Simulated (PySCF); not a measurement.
# Bond curve of CCl

Set-up: basis C aug-pcseg-1, Cl aug-pcseg-1; no relativity; PySCF 2.14. Energies in eV from C + Cl in their ground configurations at the same level. State: ²Π (doublet), unpaired electrons π ↑.

```csv
R (Å),UHF-CCSD(T),PBE0,BP86,UHF
1.436,,-3.149,-3.312,-0.965
1.503,-3.071,-3.747,-3.948,-1.597
1.570,-3.433,-4.069,-4.308,-1.946
1.620,-3.570,-4.179,-4.447,-2.074
1.670,-3.623,-4.207,-4.504,-2.118
1.720,-3.612,-4.172,-4.497,-2.096
1.787,-3.525,-4.054,-4.416,-1.995
1.870,-3.338,-3.829,-4.233,-1.787
1.971,-3.046,-3.489,-3.942,-1.468
2.104,,-2.983,-3.493,-0.997
```

Q: Put a parabola through the three lowest points of the UHF-CCSD(T) curve and estimate Re, k and ωe (reduced mass 8.934 u; 1 eV/Å² = 0.16022 mdyn/Å; ωe = 1302.8·√(k/μ) cm⁻¹).

A: Through R = 1.62, 1.67, 1.72 Å the second-order coefficient is 12.8 eV/Å², so Re ≈ 1.686 Å, k ≈ 4.10 mdyn/Å and ωe ≈ 883 cm⁻¹. A polynomial fit of higher order to the unrounded UHF-CCSD(T) energies gives Re = 1.685 Å, k = 3.73 mdyn/Å, ωe = 842 cm⁻¹; anharmonicity and rounding make the difference.

The higher-order fit for each curve: UHF-CCSD(T): Re = 1.685 Å, ωe = 842 cm⁻¹, De = 3.63 eV; PBE0: Re = 1.665 Å, ωe = 881 cm⁻¹, De = 4.21 eV; BP86: Re = 1.689 Å, ωe = 830 cm⁻¹, De = 4.51 eV; UHF: Re = 1.676 Å, ωe = 867 cm⁻¹, De = 2.12 eV.

Correlated steps freeze 6 core orbitals. Correlated levels converge slowly with the basis: in double zeta they bind strong bonds too weakly, by up to about 1 eV, and carry superposition errors of some tenths. The state is the lowest determinant that a PBE0 search found; another state may lie lower at other levels.
